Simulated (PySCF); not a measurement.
## NaO₂: calculation against measurement

Isolated NaO₂, optimised in PySCF with density fitting and no spin–orbit coupling; def2 sets carry scalar-relativistic core potentials from Rb on. It is a doublet of C2v symmetry: PBE0/def2-TZVP Na–O 2.121 Å (×2), O–O 1.329 Å, Na–O–O 71.7° (×2), O–Na–O 36.5°.

Measured fundamentals (Jacox, Vibrational and Electronic Energy Levels of Polyatomic Transient Molecules, as compiled in the NIST Chemistry WebBook) beside computed harmonic wavenumbers, in cm⁻¹:

```tsv
mode as compiled	computed symmetry	measured	medium	PBE0/def2-TZVP
a1 oo stretch	a1	1094	argon matrix	1232
a1 onao s-stretch	a1	390.7	argon matrix	427
b2 onao a-stretch	b2	332.8	argon matrix	363
```

How close does the calculation come?

Mean absolute differences: PBE0/def2-TZVP 10.4 %. The mean ratio of measured to computed values at PBE0/def2-TZVP is 0.906. Harmonic values should lie a little above fundamentals; matrices shift bands further, usually down by up to a few per cent.
